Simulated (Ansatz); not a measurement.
# C2H3Cl2F (1,1-dichloro-1-fluoroethane): B2PLYP/6-31G(d) (spherical functions)

Aim: the energy change on altering one bond length of C2H3Cl2F (1,1-dichloro-1-fluoroethane) at B2PLYP/6-31G* (spherical functions), from 2 runs. 

The calculation is run with Ansatz 0.2.0.

69 further runs of the same task are left out: 1 that didn't finish, 68 set aside as unsound or not needed.

### Step 1. The molecule

The species is C2H3Cl2F (8 atoms), meant as a singlet with charge 0. As SMILES, `CC(F)(Cl)Cl`. The shape is that of a PBE0-D4/def2-TZVP optimisation.

Bond lengths: C1–C2 1.502 Å, C2–F3 1.348 Å, C2–Cl4 1.776 Å, C2–Cl5 1.776 Å, C1–H6 1.091 Å, C1–H7 1.091 Å, C1–H8 1.088 Å. Some angles: C1–C2–F3 110.1°, C1–C2–Cl4 111.1°, C1–C2–Cl5 111.1°, F3–C2–Cl4 107.6°, F3–C2–Cl5 107.6°, Cl4–C2–Cl5 109.3°, C2–C1–H6 108.9°, C2–C1–H7 108.9°, C2–C1–H8 110.1°, H6–C1–H7 109.8°.

### Step 2. A single-point energy at B2PLYP/6-31G(d) (spherical functions)

The input, job.yaml:

```yaml
crystal:
  periodic: [false, false, false]
  atoms:
    - {symbol: C, position_ang: [-0.133500, -0.505900, 0.646300]}
    - {symbol: C, position_ang: [0.199400, 0.391300, -0.511300]}
    - {symbol: F, position_ang: [1.523600, 0.643200, -0.537400]}
    - {symbol: Cl, position_ang: [-0.232400, -0.372700, -2.055900]}
    - {symbol: Cl, position_ang: [-0.641100, 1.950200, -0.373000]}
    - {symbol: H, position_ang: [0.163400, -0.011800, 1.572000]}
    - {symbol: H, position_ang: [0.414900, -1.442000, 0.535900]}
    - {symbol: H, position_ang: [-1.202100, -0.709300, 0.667600]}
basis:
  gaussian:
    orbitals: 6-31G_st_-spherical.json
hamiltonian:
  xc: {name: B2PLYP}
correlation:
  frozen_orbitals: {C: 1, Cl: 5, F: 1, H: 0}
accuracy: high
output:
  orbitals: {seedname: orbitals}
```

The basis set 6-31G* is read from a file made from the Basis Set Exchange's data (not shown).

The run is started by

```
$ ansatz run job.yaml --threads 1 --pin off --max-ram 3480MiB --events-out events.jsonl --progress --plain --runs-dir runs
```

What it wrote:

```text
Warning: RAYON_NUM_THREADS=1 ignored (pool sized by the plan → 1); use --threads N
Functional definition: B2PLYP
  name "B2PLYP"
  parameter a = 0.53
  parameter c = 0.27
  exchange = (1 - a)*b88_x + a*exact_x
  correlation = (1 - c)*lyp_c + c*(mp2_os + mp2_ss)
1944 factors; integrals over basis functions are off by at most 3.8e-9 eV
mean field evaluation 1: about -29862.3646 eV, gradient 3.4e1 eV
mean field evaluation 2: about -29862.4173 eV, gradient 3.4e1 eV
mean field evaluation 4: about -29864.8809 eV, gradient 4.0e0 eV
mean field evaluation 8: about -29864.9185 eV, gradient 4.4e-2 eV
mean field evaluation 16: about -29864.9185 eV, gradient 7.7e-6 eV
mean field -29864.91848421 eV, -1097.5155111258 hartree, gradient 5.9e-8 eV, S^2 0.000000; 0 other end points of the search recorded, 0 dependent functions left out
13 core orbitals not correlated: weight in the atoms' cores, before any rotation towards them, 1.000 or more for the frozen orbitals, at most 0.000 for the correlated occupied ones
reference -29864.91850627 eV, -1097.5155119366 hartree; 16, 16 occupied and 55, 55 virtual orbitals, 1944 factors
second order -22.86325671 eV of doubles, -0.00000000 eV of singles
Total energy: -29871.09158558 eV, -1097.7423684170 hartree
```

Wall time 11 s (1 thread of Arm Neoverse V2, shared host); peak memory 0.3 GiB.

### Step 3. The distorted shape

The input, input.yaml:

```yaml
basis:
  gaussian:
    orbitals: 6-31G_st_-spherical.json
crystal:
  periodic: [false, false, false]
  atoms:
    - {symbol: C, position_ang: [0.875116, -2.376610, 0.480337]}
    - {symbol: C, position_ang: [1.208016, -1.479410, -0.677263]}
    - {symbol: F, position_ang: [2.532216, -1.227510, -0.703363]}
    - {symbol: Cl, position_ang: [0.776216, -2.243410, -2.221863]}
    - {symbol: Cl, position_ang: [-0.641100, 1.950200, -0.373000]}
    - {symbol: H, position_ang: [1.172016, -1.882510, 1.406037]}
    - {symbol: H, position_ang: [1.423516, -3.312710, 0.369937]}
    - {symbol: H, position_ang: [-0.193484, -2.580010, 0.501637]}
hamiltonian:
  xc: {name: B2PLYP}
correlation:
  frozen_orbitals: {C: 1, Cl: 5, F: 1, H: 0}
accuracy: high
output: {orbitals: {seedname: orbitals}}
```

The basis set 6-31G* is read from a file made from the Basis Set Exchange's data (not shown).

The run is started by

```
$ ansatz run input.yaml --threads 1 --pin off --max-ram 3480MiB --events-out events.jsonl --progress --plain --runs-dir runs
```

What it wrote (excerpt; [...] marks lines left out):

```text
Warning: RAYON_NUM_THREADS=1 ignored (pool sized by the plan → 1); use --threads N
[... 2 set-up lines as earlier in the session ...]
[...]
1832 factors; integrals over basis functions are off by at most 7.9e-9 eV
[...]
mean field -29860.22410072 eV, -1097.3429957144 hartree, gradient 7.6e-8 eV, S^2 0.000000; 4 other end points of the search recorded, 0 dependent functions left out; unrestricted orbitals would lower it
13 core orbitals not correlated: weight in the atoms' cores, before any rotation towards them, 1.000 or more for the frozen orbitals, at most 0.000 for the correlated occupied ones
reference -29860.22412675 eV, -1097.3429966713 hartree; 16, 16 occupied and 55, 55 virtual orbitals, 1832 factors
second order -26.18459877 eV of doubles, -0.00000000 eV of singles
Total energy: -29867.29396842 eV, -1097.6028085605 hartree
```

Wall time 16 s (1 thread of Arm Neoverse V2, shared host); peak memory 0.39 GiB.

### Step 4. What came out

Level: B2PLYP/6-31G* (spherical functions), 13 core orbitals frozen.

| quantity | value |
| --- | --- |
| first shape: total energy | -1097.74237 Eh |
| first shape: HOMO energy (SCF part's orbitals) | -10.06 eV |
| first shape: LUMO energy (SCF part's orbitals) | 1.48 eV |
| first shape: HOMO–LUMO gap (SCF part's orbitals) | 11.55 eV |
| distorted shape: total energy | -1097.60281 Eh |
| distorted shape: HOMO energy (SCF part's orbitals) | -7.63 eV |
| distorted shape: LUMO energy (SCF part's orbitals) | -4.99 eV |
| distorted shape: HOMO–LUMO gap (SCF part's orbitals) | 2.64 eV |
| energy change with the C2–Cl5 bond stretched from 1.776 to 3.908 Å | 3.798 eV |

One bond (distorted shape) is far stretched, which a spin-restricted single reference describes badly; perturbation theory on it can break down and give far too much correlation. With the C2–Cl5 bond stretched from 1.776 to 3.908 Å the energy rises by 3.80 eV (88 kcal/mol). The first shape isn't relaxed at this level, so the change isn't measured from a minimum. A restricted reference can't describe the breaking bond well at this length. The restricted solution (distorted shape) is unstable to spin breaking: an unrestricted one lies lower.
